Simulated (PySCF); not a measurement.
# CHCl: singlet, from a linear start

Where does singlet CHCl go from a linear start, is the end point a minimum, and what are its modes, charges and moments?

Computed with PySCF 2.14.0. Level: PBE0, basis C def2-TZVP, H def2-TZVP, Cl def2-TZVP, no relativity, density fitting.

**1. Where the work starts**

3 atoms, charge 0, spin multiplicity 1.

Bond lengths: C1–H2 1.070 Å, C1–Cl3 1.740 Å. Angles: H2–C1–Cl3 180.0°.

Z-matrix (Å, degrees; charge 0 multiplicity 1):
```
C
H  1 1.0700
Cl 1 1.7400 2 180.00
```

**2. Finding the electronic state**

One driver script runs all steps and calls PySCF; scf.py shows how it sets up the SCF of each step. The optimiser is the driver's own. After this first run the driver tries any further starts and a stability analysis.

The input, scf.py:

```python
from pyscf import gto, scf, dft
mol = gto.M(atom='''
C      0.000000     0.000000     0.000000
H      0.000000     0.000000    -1.070000
Cl     0.000000     0.000000     1.740000''',
    basis={'C': 'def2-TZVP', 'H': 'def2-TZVP', 'Cl': 'def2-TZVP'},
    charge=0, spin=0)
mf = dft.RKS(mol, xc='PBE0')
mf.grids.atom_grid = (50, 194)
aux = {'C': 'def2-universal-JKFIT', 'H': 'def2-universal-JKFIT', 'Cl': 'def2-universal-JKFIT'}
mf = mf.density_fit(auxbasis=aux)
mf.conv_tol = 1e-08
mf.diis_space = 10
mf.max_cycle = 60
mf.init_guess = 'minao'
mf.verbose = 4
mf.kernel()
```

Launch:

```sh
OMP_NUM_THREADS=2 python axn.py task.json out
```

After this run come: Linear start, singlet: relaxation; Vibrations and properties at this point; Leaving the saddle point; Hessian and properties; The broken-symmetry singlet; Hessian and properties.

What does the calculation give? Wanted: minimum; geometry; wavenumbers; dipole moment; highest occupied, lowest empty level; polar-tensor charge of C1; zero-point energy; atomisation energy; ⟨S²⟩.

As calculated:

```
                                          quantity                                     value
                                           minimum              broken-symmetry (Ms = 0), Cs
                                          geometry  C–Cl 1.674 Å, C–H 1.104 Å; Cl–C–H 107.5°
                                wavenumbers (cm⁻¹)                           859, 1044, 2993
                                     dipole moment                                    1.34 D
highest occupied, lowest empty level (either spin)                           -7.19, -2.76 eV
                         polar-tensor charge of C1                                   +0.14 e
                                 zero-point energy                               29.3 kJ/mol
                               entropy at 298.15 K                           234.4 J/(mol K)
         atomisation energy (no zero-point energy)                                769 kJ/mol
                                              ⟨S²⟩                                     0.498
```

What this shows: From C∞v at the start the molecule goes to a Cs minimum, after a stop at a saddle point 211.1 kJ/mol higher, from which it was pushed off along an imaginary mode. The determinant is spin-contaminated (⟨S²⟩ = 0.50 against 0.00), so it is no pure spin state. The strongest infrared band lies at 859 cm⁻¹ (stretch). Other starts or spin states, not run here, may lie lower. The SCF density has lower symmetry than the nuclear frame.
